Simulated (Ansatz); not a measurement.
Method: B3LYP-D3(BJ)/def2-TZVP run with Ansatz (a first-principles code). No frequencies were computed at this level.

Ansatz 0.2 input:
```yaml
crystal:
  periodic: [false, false, false]
  atoms:
    - { symbol: C, position_ang: [-0.794911, 0.084782, -0.030604] }
    - { symbol: C, position_ang: [0.685314, -0.17703, 0.15501] }
    - { symbol: Cl, position_ang: [1.640545, 0.72892, -1.05543] }
    - { symbol: H, position_ang: [-1.014224, 1.142988, 0.087577] }
    - { symbol: H, position_ang: [-1.356574, -0.474928, 0.714561] }
    - { symbol: H, position_ang: [-1.117808, -0.228149, -1.020391] }
    - { symbol: H, position_ang: [0.926536, -1.230489, 0.015298] }
    - { symbol: H, position_ang: [1.031121, 0.153906, 1.13398] }
basis:
  gaussian: { orbitals: def2-tzvp }
hamiltonian:
  xc: b3lyp
  dispersion: d3bj
relax:
  max_steps: 150
```

Output:

```
Functional definition: B3LYP
843 factors; their error is unknown
mean field evaluation 1: about -14673.2886 eV, gradient 5.5e1 eV
mean field evaluation 2: about -14667.6001 eV, gradient 7.0e1 eV
mean field evaluation 4: about -14680.2138 eV, gradient 3.6e0 eV
mean field evaluation 8: about -14680.2413 eV, gradient 2.6e-2 eV
mean field evaluation 16: about -14680.2533 eV, gradient 2.5e-5 eV
mean field -14680.25325448 eV, -539.4893564690 hartree, gradient 2.5e-5 eV, S^2 0.000000; 0 other end points of the search recorded, 0 dependent functions left out
reference -14680.25348963 eV, -539.4893651107 hartree; 17, 17 occupied and 112, 112 virtual orbitals, 843 factors
relax step   1: F+E_penalty+E_count = -14680.48020448 eV  Δ(F+E_penalty+E_count) = +0.000e0 eV  max|allowed force component| = 2.848e-1 eV/Å  Δτ_max = 0.0000 Å  (28 SCF iters, accepted)
these checks for a lower state are left out or cut short: starts, cluster_reference, orbital_swaps, neighbouring_geometries, increment
843 factors; their error is unknown
mean field -14680.25958614 eV, -539.4895891535 hartree, gradient 9.4e-6 eV, S^2 0.000000; 0 other end points of the search recorded, 0 dependent functions left out
reference -14680.25982156 eV, -539.4895978048 hartree; 17, 17 occupied and 112, 112 virtual orbitals, 843 factors
relax step   2: F+E_penalty+E_count = -14680.48551782 eV  Δ(F+E_penalty+E_count) = -5.313e-3 eV  max|allowed force component| = 1.931e-1 eV/Å  Δτ_max = 0.0268 Å  (31 SCF iters, accepted)
these checks for a lower state are left out or cut short: starts, cluster_reference, orbital_swaps, neighbouring_geometries, increment
843 factors; their error is unknown
mean field evaluation 32: about -14680.2612 eV, gradient 9.6e-6 eV
mean field -14680.26119918 eV, -539.4896484313 hartree, gradient 9.5e-6 eV, S^2 0.000000; 0 other end points of the search recorded, 0 dependent functions left out
reference -14680.26143449 eV, -539.4896570789 hartree; 17, 17 occupied and 112, 112 virtual orbitals, 843 factors
relax step   3: F+E_penalty+E_count = -14680.48693971 eV  Δ(F+E_penalty+E_count) = -1.422e-3 eV  max|allowed force component| = 1.004e-1 eV/Å  Δτ_max = 0.0045 Å  (33 SCF iters, accepted)
these checks for a lower state are left out or cut short: starts, cluster_reference, orbital_swaps, neighbouring_geometries, increment
843 factors; their error is unknown
mean field -14680.26158790 eV, -539.4896627165 hartree, gradient 9.6e-6 eV, S^2 0.000000; 0 other end points of the search recorded, 0 dependent functions left out
reference -14680.26182309 eV, -539.4896713596 hartree; 17, 17 occupied and 112, 112 virtual orbitals, 843 factors
relax step   4: F+E_penalty+E_count = -14680.48730181 eV  Δ(F+E_penalty+E_count) = -3.621e-4 eV  max|allowed force component| = 2.255e-2 eV/Å  Δτ_max = 0.0035 Å  (33 SCF iters, accepted)
these checks for a lower state are left out or cut short: starts, cluster_reference, orbital_swaps, neighbouring_geometries, increment
843 factors; their error is unknown
mean field -14680.26156496 eV, -539.4896618737 hartree, gradient 9.6e-6 eV, S^2 0.000000; 0 other end points of the search recorded, 0 dependent functions left out
reference -14680.26180008 eV, -539.4896705142 hartree; 17, 17 occupied and 112, 112 virtual orbitals, 843 factors
relax step   5: F+E_penalty+E_count = -14680.48731453 eV  Δ(F+E_penalty+E_count) = -1.272e-5 eV  max|allowed force component| = 1.003e-2 eV/Å  Δτ_max = 0.0012 Å  (32 SCF iters, accepted)
these checks for a lower state are left out or cut short: starts, cluster_reference, orbital_swaps, neighbouring_geometries, increment
843 factors; their error is unknown
mean field -14680.26158348 eV, -539.4896625541 hartree, gradient 9.6e-6 eV, S^2 0.000000; 0 other end points of the search recorded, 0 dependent functions left out
reference -14680.26181863 eV, -539.4896711957 hartree; 17, 17 occupied and 112, 112 virtual orbitals, 843 factors
relax step   6: F+E_penalty+E_count = -14680.48732358 eV  Δ(F+E_penalty+E_count) = -9.048e-6 eV  max|allowed force component| = 1.704e-3 eV/Å  Δτ_max = 0.0006 Å  (33 SCF iters, accepted)
843 factors; their error is unknown
mean field evaluation 64: about -14680.2616 eV, gradient 9.6e-6 eV
mean field -14680.26158348 eV, -539.4896625541 hartree, gradient 9.6e-6 eV, S^2 0.000000; 1 other end points of the search recorded, 0 dependent functions left out
reference -14680.26181863 eV, -539.4896711957 hartree; 17, 17 occupied and 112, 112 virtual orbitals, 843 factors
Total energy: -14680.48755872 eV, -539.4979669913 hartree
Atom 0 at    -0.797377     0.084660    -0.030223 Å, force     0.001704    -0.000440     0.000385 eV/Å
Atom 1 at     0.680717    -0.176284     0.154517 Å, force    -0.000293     0.000394    -0.000460 eV/Å
Atom 2 at     1.668698     0.731504    -1.061259 Å, force    -0.000199    -0.000094     0.000135 eV/Å
Atom 3 at    -1.025653     1.143589     0.089936 Å, force    -0.000133     0.000201     0.000120 eV/Å
Atom 4 at    -1.362283    -0.477423     0.718182 Å, force    -0.000629     0.000048    -0.000001 eV/Å
Atom 5 at    -1.129387    -0.229530    -1.019633 Å, force    -0.000159    -0.000146    -0.000160 eV/Å
Atom 6 at     0.930701    -1.225795     0.018667 Å, force    -0.000138     0.000118     0.000071 eV/Å
Atom 7 at     1.034582     0.149278     1.129816 Å, force    -0.000153    -0.000081    -0.000090 eV/Å
Dipole moment:    -0.272148    -0.205579     0.279852 e Å
```

Cost: around 30 core-seconds (rough).
